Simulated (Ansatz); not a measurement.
Reaction (SMILES): OO (H2O2) + H+ → O[OH2+]
B3LYP-D3(BJ)/def2-TZVP geometries, fixed; electronic energies without zero-point terms; positive where energy is released.

Effect of a fitting basis named in the input at wB97M-V/aug-cc-pVTZ with Ansatz (a first-principles code), against the last row, where the proton affinity is 164.82 kcal/mol. The default fits or decomposes integrals by the program's own choice; accuracy: high also tightens integrals, grids and stops. Cost is core time over that of fitting: cc-pVQZ-JKFIT, rough, on shared machines of one kind.

```tsv
setting	largest shift of a total energy (mEh)	shift of the proton affinity (kcal/mol)	cost
fitting: def2-SV(P)-JKFIT	-0.066	0.009	1×
fitting: def2-universal-JKFIT	-0.066	0.009	0.9×
fitting: cc-pVTZ-JKFIT	-0.019	-0.003	1×
fitting: cc-pVQZ-JKFIT	-0.016	-0.003	1×
fitting: cc-pV5Z-JKFIT	-0.013	-0.003	1×
accuracy: high	-0.001	0.000	5×
accuracy: medium (default)	0.000	0.000	1×
```

Within 0.02 kcal/mol in the proton affinity: fitting: def2-SV(P)-JKFIT; fitting: def2-universal-JKFIT; fitting: cc-pVTZ-JKFIT; fitting: cc-pVQZ-JKFIT; fitting: cc-pV5Z-JKFIT; accuracy: high. The largest shift is 0.066 mEh in a total energy and 0.009 kcal/mol in the difference.
